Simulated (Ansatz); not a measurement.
For hcp Ir (model structure), PBEsol (PAW; Ansatz, a program for electronic structure) gives:

- equilibrium lattice constant a: 2.719 Å
- lattice parameter c: 4.410 Å

Q: What does r²SCAN in Ansatz (PAW) give for the same quantities?

A: 
- lattice constant a: 2.730 Å (grows by 0.4 %)
- lattice parameter c: 4.424 Å (grows by 0.3 %)

Changes are worked out from the printed values.

Unless a cell is named, each level is at its own relaxed cell (PBEsol 14.12, r²SCAN 14.27 Å³/atom).

Levels without +SOC leave out spin–orbit coupling, which shifts energies and cells of such heavy elements.

Ansatz's density-functional and Hartree–Fock values are scalar-relativistic unless marked +SOC, with PAW data made under PBE.

A model structure was made by putting elements into a prototype or built by hand; it is no filed structure, need not be a known phase, and can be a saddle point held by its symmetry.
